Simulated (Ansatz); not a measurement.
# H$_{3}$Ge–AsH$_{2}$, singlet: the ladder up to RCCSDT(Q)

Geometry: a PBE0/def2-TZVP stationary point for this spin, not checked as a minimum.

```xyz
7

Ge   -0.0189    0.0000    1.2139
As    0.0455    0.0000   -1.2120
H     0.7270   -1.2471    1.7160
H     0.7158    1.2538    1.7162
H    -1.4493   -0.0064    1.7767
H    -1.0095   -1.0942   -1.3028
H    -1.0083    1.0956   -1.3031
```

Basis cc-pVDZ; Ansatz 0.2.0. Correlated methods freeze the noble-gas cores and the filled d shells of p-block atoms, which leaves 14 electrons in 51 orbitals. Prefix R: restricted or restricted open-shell reference. Active spaces: frontier = (8e, 8o) about the gap. No spin–orbit coupling is included, and no scalar relativity.

Full CI isn't at hand for all of this; RCCSDT(Q) serves as the reference, and is uncertain by the last step of the cluster series or more.

The UHF ⟨S²⟩ is 0.000 and the T1 diagnostic (RCCSD) is 0.0112. The largest doubles amplitude (RCCSD) is 0.056.

```
   level  E − E(RHF) (eV)
    RMP2          -5.9244
   RCCSD          -7.1668
RCCSD(T)          -7.3481
```

Task: Estimate how far RCCSDT(Q) in cc-pVDZ lies from RCCSD(T). The table doesn't fix it; the size of (T) and the diagnostics are the guide.

Result: RCCSDT(Q) in cc-pVDZ lies 0.87 kcal/mol below RCCSD(T), which is 21 % of the (T) step (-4.18 kcal/mol). The diagnostics are small and one determinant leads, so the series closes fast and only a small part of (T) is left.

The other levels:

```tsv
level	E − E(RCCSDT(Q)) (kcal/mol)	share of correlation (%)	wall time
CISD	21.32	87.48	4.6 s
BCCD(T)	0.84	99.50	3.1 s
RCCSDT	0.20	99.88	–
CASSCF (frontier space)	133.11	21.85	–
NEVPT2 (frontier space)	30.59	82.04	38 s
MRCISD (frontier space)	12.90	92.43	–
MRCISD+Q (frontier space)	0.87	99.49	44 s
```

The correlation energy at RCCSDT(Q), counted from RHF, is -7.386 eV. That run took 64 s on 1 thread of Arm Neoverse V1, shared host.

Times hold each run's SCF and search for its determinant on a shared host, so for small cases they say little of a method's own cost; they ran on 1 thread of Arm Neoverse V1.

Atomization energy (electronic, same basis, no zero-point term; atoms at the same level, unrestricted beside the R rows where the molecule is a closed shell, but restricted open-shell past Ca, as are all atoms' steps beyond CCSDT(Q)) at RCCSDT(Q): 1571.1 kJ/mol. Errors of other levels:

```tsv
level	error (kJ/mol)
RHF	-368.7
RMP2	-54.4
CISD	-81.2
RCCSD	-15.7
RCCSD(T)	-2.2
BCCD(T)	-2.1
RCCSDT	-0.6
```

This basis is far from its limit, so the value isn't to be set against a measured one. Truncated CI isn't size-consistent, which counts against it in atomization.
